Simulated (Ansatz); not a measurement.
# AlHP2: the cost of one run

Program: Ansatz 0.2.0, Gaussian basis. Level of theory: cc-pVDZ, all electrons in the functionals, frozen cores in the correlation of double hybrids and RPA. These are calculated values, not measurements.

The runs, in order: wB97M-V, B2PLYP, RPA-PBE, at charge 0, triplet; charge 0, singlet; charge 0, quintet; charge 1, doublet; charge 1, quartet; displaced geometry v1; displaced geometry v2.

28 further runs of the same task are left out: 4 for a known fault of the program, 7 that didn't finish, 17 set aside as unsound or not needed.

### 1 The geometry

The geometry is a PBE0/def2-TZVP stationary point (not a proven minimum).

4 atoms, charge 0, spin multiplicity 3.

Atoms are counted from 1 here; the program's logs count them from 0.

Bond lengths: Al1–P2 2.256 Å, Al1–P3 2.256 Å, Al1–H4 1.569 Å, P2–P3 2.130 Å. Angles: P2–Al1–P3 56.3°, P2–Al1–H4 151.8°, P3–Al1–H4 151.8°, Al1–P2–P3 61.8°, Al1–P3–P2 61.8°.

Geometry (Å):

```xyz
4

Al    0.0000    0.0000    1.3526
P     0.0000    1.0648   -0.6367
P     0.0000   -1.0648   -0.6367
H     0.0000    0.0000    2.9219
```

No dispersion term is added; wB97M-V holds VV10 nonlocal correlation.

The geometry shown and the zero of energy belong to the point charge 0, triplet. The yardstick, UCCSDT(Q), and other wave-function levels (R restricted, U unrestricted, valence and pair active spaces) come from earlier runs.

### 2 wB97M-V, charge 0, triplet

Contents of in.yaml:

```yaml
crystal:
  periodic: [false, false, false]
  atoms:
    - {symbol: Al, position_ang: [0.000000, 0.000000, 1.352626]}
    - {symbol: P, position_ang: [0.000000, 1.064756, -0.636684]}
    - {symbol: P, position_ang: [0.000000, -1.064755, -0.636684]}
    - {symbol: H, position_ang: [0.000000, 0.000000, 2.921863]}
basis:
  gaussian: {orbitals: cc-pVDZ}
magnetization: {spin_polarized: true, initial_magnetization: 2}
hamiltonian: {xc: {name: wB97M-V}}
output: {forces: true, orbitals: {seedname: orbitals}}
```

The run is started by

```sh
$ ansatz run in.yaml --threads 1 --pin off --events-out ev --progress --plain --max-ram 2393MiB
```

**Question.** How long does this run take on 1 thread of Arm Neoverse V2, shared host, and how much memory does it need?

About 13 s, with a peak of 0.27 GiB.
